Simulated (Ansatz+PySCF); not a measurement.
A calculation with Ansatz (development build ahead of 0.2.0).

```yaml
crystal:
  periodic: [false, false, false]
  atoms:
    - { symbol: Si, position_ang: [0.0, 0.0, 0.0] }
    - { symbol: Cl, position_ang: [1.11871, 1.49161, 3.22943] }
basis:
  gaussian: { orbitals: STO-3G }
magnetization:
  initial_magnetization: 1
hamiltonian:
  xc: hf
correlation:
  method: fci
  frozen_orbitals: { Cl: 5, Si: 5 }
```

The input is written out in the form of the current development build from the run's settings.

Output:

```
Converged    : yes
Total energy : -740.03156 hartree
State        : lowest doublet root, of any spatial symmetry
```
